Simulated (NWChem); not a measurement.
Molecule: SiF₄; SMILES F[Si](F)(F)F

Results from NWChem. Coordinates come from a PBE0/def2-SVP optimisation.

Diagonal of the polarisability tensor at PBE0/def2-SVPD, static: 22.95, 22.95, 22.95 bohr³.

Task: Find the mean polarisability volume, the molar refraction, and the refractive index that an ideal gas of it would have at 273.15 K and 1 atm.

Result: 
1. Mean: one third of the trace = 22.95 bohr³ × 0.14818 Å³/bohr³ = 3.40 Å³.
2. Molar refraction (Lorentz-Lorenz): (4π/3) N_A α = 8.6 cm³/mol.
3. Number density p/kT = 2.687 × 10⁻⁵ Å⁻³; n − 1 = 2π N α = 5.74 × 10⁻⁴.
4. These hold the electronic response alone: vibrational and orientational terms add to the static dielectric constant.
